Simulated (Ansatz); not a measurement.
Energy needed to pull apart C$_{2}$H$_{4}$Si, singlet, into free ground-state atoms, from the structure below (displaced at random from a GFN2-xTB minimum); no zero-point or spin–orbit terms; open-shell atoms are treated unrestricted, in their ground-state multiplicity.

| atom | x (Å) | y (Å) | z (Å) |
| --- | --- | --- | --- |
| C1 | -1.5666 | -1.6014 | -0.7128 |
| Si2 | -0.5453 | -0.3960 | -0.1386 |
| C3 | 0.9459 | 0.7244 | 0.2874 |
| H4 | -2.6039 | -1.5708 | -0.4129 |
| H5 | 1.0622 | 1.4883 | -0.5374 |
| H6 | 0.8415 | 1.2105 | 1.2385 |
| H7 | 1.8695 | 0.1265 | 0.3096 |

Ansatz 0.2.0; basis: def2-TZVPP; cores frozen in the correlated methods.

```tsv
method	atomization energy (kcal/mol)
PBE-D4	584.7
r2SCAN-D4	?
PBE0-D4	568.0
HSE06-D4	568.8
BHLYP-D4	543.2
wB97M-V	565.5
HF	?
MP2	564.6
CCSD	541.7
CCSD(T)	556.4
```

**Question.** What does HF give? (Judge from chemistry; the value comes from the calculation.)

**Answer.** Computed: 387.3 kcal/mol, which is about 169.1 kcal/mol less than CCSD(T)/def2-TZVPP.

**Question.** What does r2SCAN-D4 give? (To be estimated.)

**Answer.** By the calculation: 571.1 kcal/mol, which is about 14.7 kcal/mol more than CCSD(T)/def2-TZVPP.

In triple zeta the MP2 and coupled-cluster atomization energies are still short of their basis limit by a few kcal/mol a bond, whereas those of the functionals are nearly converged, so these differences are not deviations from converged CCSD(T).

The T1 diagnostic stays at or below 0.025. The restricted Hartree–Fock reference is unstable towards an unrestricted one here.

For scale, one of the runs: CCSD(T)/def2-TZVPP forces, 160 basis functions (an equivalent command: `ansatz run in.yaml --threads 4`). Hardware: 4 CPU threads, shared host. Wall time 39 s; peak host memory 2.2 GiB.
